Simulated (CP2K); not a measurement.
# S2F2 (Difluorodisulfane) at PM3

What is the energy change on altering one bond length of S2F2 (Difluorodisulfane) at PM3? 

The results are computed with CP2K 2026.2.

5 further runs of the same task are left out: 5 that didn't finish.

## 1. The system as given

S2F2: 4 atoms, total charge 0, spin state singlet. SMILES: `FSSF`. The coordinates come from a PBE0-D4/def2-TZVP relaxation.

Bond lengths: F1–S2 1.631 Å, S2–S3 1.890 Å, S3–F4 1.631 Å. Angles: F1–S2–S3 108.6°, S2–S3–F4 108.6°.

## 2. A single-point energy at PM3

File qs.inp:

```
&FORCE_EVAL
   METHOD Quickstep
   &DFT
      &QS
         METHOD PM3
         EPS_DEFAULT 1.0E-10
         &SE
            &COULOMB
               CUTOFF [angstrom] 50
               RC_RANGE [angstrom] 0
            &END COULOMB
            &EXCHANGE
               CUTOFF [angstrom] 50
               RC_RANGE [angstrom] 0
            &END EXCHANGE
         &END SE
      &END QS
      &POISSON
         PERIODIC NONE
         POISSON_SOLVER ANALYTIC
      &END POISSON
      &SCF
         SCF_GUESS ATOMIC
         EPS_SCF 1.0E-07
         MAX_SCF 40
         &OT
            MINIMIZER CG
            PRECONDITIONER FULL_ALL
         &END OT
         &OUTER_SCF
            EPS_SCF 1.0E-07
            MAX_SCF 10
         &END OUTER_SCF
      &END SCF
      &PRINT
         &MOMENTS
            PERIODIC F
            REFERENCE COM
            MAX_MOMENT 1
         &END MOMENTS
         &MO_CUBES
            NLUMO 5
            NHOMO -1
            WRITE_CUBE F
         &END MO_CUBES
         &HIRSHFELD OFF
         &END HIRSHFELD
      &END PRINT
   &END DFT
   &SUBSYS
      &CELL
         ABC 15 13.1 14.1
         PERIODIC NONE
      &END CELL
      &COORD
         F     -1.783750    -0.199930    -0.621590
         S     -0.467670     0.764150    -0.632370
         S      1.044990    -0.276390    -0.184720
         F      1.206410    -0.287820     1.438680
      &END COORD
      &TOPOLOGY
         &CENTER_COORDINATES
         &END CENTER_COORDINATES
      &END TOPOLOGY
   &END SUBSYS
&END FORCE_EVAL

&GLOBAL
   PROJECT qs
   RUN_TYPE ENERGY
   PRINT_LEVEL MEDIUM
&END GLOBAL
```

On the command line:

```bash
OMP_NUM_THREADS=1 cp2k.psmp -i qs.inp > qs.out 2>&1
```

The log of the run:

```text
CP2K| version string:                                       CP2K version 2026.2
[...]
 GLOBAL| Method name                                                        CP2K
[...]
 GLOBAL| Run type                                                         ENERGY
[...]
                             - Atoms:                                          4
[...]
                             - Spherical basis functions:                     16
[...]
 Number of electrons:                                                         26
[...]
     1 OT CG       0.15E+00    0.0     0.37974452       -43.8962343770 -4.39E+01
[...]
     3 OT CG       0.43E+00    0.0     0.00000007       -46.0215257246 -7.67E-13
  *** SCF run converged in     3 steps ***
  Core-core repulsion energy [eV]:                           1329.27397152446565
  Core Hamiltonian energy [eV]:                             -2113.11592267655624
  Two-electron integral energy [eV]:                         -936.93490200920144
  Electronic energy [eV]:                                   -2581.58337368115690
  Total energy [eV]:                                        -1252.30940215669102
  Atomic reference energy [eV]:                              1249.33886531508892
  Heat of formation [kcal/mol]:                               -68.50221234960306
[...]
 SE_DIPOLE| Moment [Debye]         -0.58615135      -0.49518632       0.82954095
 SE_DIPOLE| Derivative [a.u.]       0.00000000       0.00000000       0.00000000
 *** WARNING in qs_scf_post_se.F:140 :: Printing of MO cube files not ***
 *** implemented for Semi-Empirical method.                           ***
 ENERGY| Total FORCE_EVAL ( QS ) energy [hartree]            -46.021525724608097
[...]
```

It took 0.5 s on 1 thread of Arm Neoverse V2, shared host.

## 3. The distorted shape at the same level

File qs.inp:

```
&GLOBAL
    PROJECT_NAME qs
    RUN_TYPE ENERGY
    PRINT_LEVEL MEDIUM
&END GLOBAL
&FORCE_EVAL
    METHOD QUICKSTEP
    &DFT
        ! Quickstep
        &QS
            METHOD PM3
            EPS_DEFAULT 1.0E-10
            &SE
                &COULOMB
                    CUTOFF [angstrom] 50
                    RC_RANGE [angstrom] 0
                &END COULOMB
                &EXCHANGE
                    CUTOFF [angstrom] 50
                    RC_RANGE [angstrom] 0
                &END EXCHANGE
            &END SE
        &END QS
        &POISSON
            PERIODIC NONE
            POISSON_SOLVER ANALYTIC
        &END POISSON
        &SCF
            SCF_GUESS ATOMIC
            EPS_SCF 1.0E-07
            MAX_SCF 40
            &OT
                MINIMIZER CG
                PRECONDITIONER FULL_ALL
            &END OT
            &OUTER_SCF
                EPS_SCF 1.0E-07
                MAX_SCF 10
            &END OUTER_SCF
        &END SCF
        ! extra output
        &PRINT
            &MOMENTS
                PERIODIC F
                REFERENCE COM
                MAX_MOMENT 1
            &END MOMENTS
            &MO_CUBES
                NLUMO 5
                NHOMO -1
                WRITE_CUBE F
            &END MO_CUBES
            &HIRSHFELD OFF
            &END HIRSHFELD
        &END PRINT
    &END DFT
    &SUBSYS
        &CELL
            ABC 15.1 13.1 15.4
            PERIODIC NONE
        &END CELL
        &COORD
            F     -1.912886    -0.190786    -1.920308
            S     -0.596806     0.773294    -1.931088
            S      0.915854    -0.267246    -1.483438
            F      1.206410    -0.287820     1.438680
        &END COORD
        &TOPOLOGY
            &CENTER_COORDINATES
            &END CENTER_COORDINATES
        &END TOPOLOGY
    &END SUBSYS
&END FORCE_EVAL
```

On the command line:

```bash
OMP_NUM_THREADS=1 cp2k.psmp qs.inp > qs.out
```

The log of the run:

```text
CP2K| version string:                                       CP2K version 2026.2
[...]
 GLOBAL| Method name                                                        CP2K
[...]
 GLOBAL| Run type                                                         ENERGY
[...]
                             - Atoms:                                          4
[...]
                             - Spherical basis functions:                     16
[...]
 Number of electrons:                                                         26
[...]
     1 OT CG       0.15E+00    0.0     0.40180084       -43.9277438425 -4.39E+01
[...]
     6 OT CG       0.81E+00    0.0     0.00000008       -45.8268637765 -1.16E-12
  *** SCF run converged in     6 steps ***
  Core-core repulsion energy [eV]:                           1154.61355823994427
  Core Hamiltonian energy [eV]:                             -2114.41662513903339
  Two-electron integral energy [eV]:                         -574.41862853110331
  Electronic energy [eV]:                                   -2401.62593940458510
  Total energy [eV]:                                        -1247.01238116464083
  Atomic reference energy [eV]:                              1249.33886531508892
  Heat of formation [kcal/mol]:                                53.65000328224222
[...]
 SE_DIPOLE| Moment [Debye]          1.60185443      -1.69643512       5.61414672
 SE_DIPOLE| Derivative [a.u.]       0.00000000       0.00000000       0.00000000
 *** WARNING in qs_scf_post_se.F:140 :: Printing of MO cube files not ***
 *** implemented for Semi-Empirical method.                           ***
 ENERGY| Total FORCE_EVAL ( QS ) energy [hartree]            -45.826863776506769
[...]
```

It took 0.52 s on 1 thread of Arm Neoverse V2, shared host.

## 4. Results

At PM3:

| quantity | value |
| --- | --- |
| first shape: total energy | -46.02153 Eh |
| first shape: dipole moment | 1.13 D |
| first shape: heat of formation | -68.5 kcal/mol |
| distorted shape: total energy | -45.82686 Eh |
| distorted shape: dipole moment | 6.08 D |
| distorted shape: heat of formation | 53.7 kcal/mol |
| energy change with the S3–F4 bond stretched from 1.631 to 2.937 Å | 5.297 eV |

What this shows: One bond (distorted shape) is far stretched, which a spin-restricted single reference describes badly. With the S3–F4 bond stretched from 1.631 to 2.937 Å the energy rises by 5.30 eV (511 kJ/mol). The first shape isn't relaxed at this level, so the change isn't measured from a minimum. A restricted reference can't describe the breaking bond well at this length.
